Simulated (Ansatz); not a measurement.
`FC(Cl)Cl` + `C=C` → `C=CC(F)Cl` + HCl  (formal exchange of groups at a C–Cl bond)

Program: Ansatz. Geometries: PBE0-D4/def2-TZVP. ΔE: electronic, gas phase. CBS: MP2 limit from def2 TZ/QZ plus the TZ coupled-cluster correction, frozen cores. This one scheme is used for every species. Functionals use def2-TZVPP. B3LYP here is the variant with VWN-RPA as its local correlation; programs differ in this. Each species was taken in one conformer, which may not be the lowest.

| level | ΔE (kcal/mol) | difference from CCSD(T)/CBS |
| --- | --- | --- |
| LDA (SPW92) | -12.2 | 0.0 |
| PBE-D4 | -10.4 | 1.8 |
| revPBE-D4 | -10.3 | 1.9 |
| r2SCANh-D4 | -11.8 | 0.4 |
| r2SCAN0-D4 | -12.3 | -0.1 |
| CAM-B3LYP-D4 | -12.2 | 0.0 |
| ωB97M-V | -11.5 | 0.7 |
| PBE | -9.9 | 2.3 |
| BLYP | -9.3 | 2.9 |
| PBE0 | -11.3 | 0.9 |
| B3LYP | -10.7 | 1.5 |
| CAM-B3LYP | -11.7 | 0.5 |
| HF/def2-SVP | -15.2 | -3.0 |
| CCSD/def2-TZVPP | -13.1 | -0.9 |
| HF/def2-QZVPP | -12.6 | -0.4 |
| CCSD/CBS(def2) | -12.5 | -0.3 |
| CCSD(T)/CBS | -12.2 | 0 |

What do rigid-rotor, harmonic-oscillator terms from PBE0-D4/def2-TZVP frequencies (298.15 K, 1 bar) make of the CCSD(T)/CBS value? (Best estimate.)

Computed: ΔZPE = -1.2 kcal/mol, ΔH = -13.0 kcal/mol, ΔS = -12 J/(mol·K), ΔG = -12.2 kcal/mol.

Largest T1 diagnostic among the species: 0.011.

From BLYP to BHLYP (50 % exact exchange), in def2-TZVPP and without D4, ΔE moves by −2.9 kcal/mol. At CCSD(T), def2-SVP lies −2.1 kcal/mol from the extrapolated value and def2-TZVPP −0.6 kcal/mol.
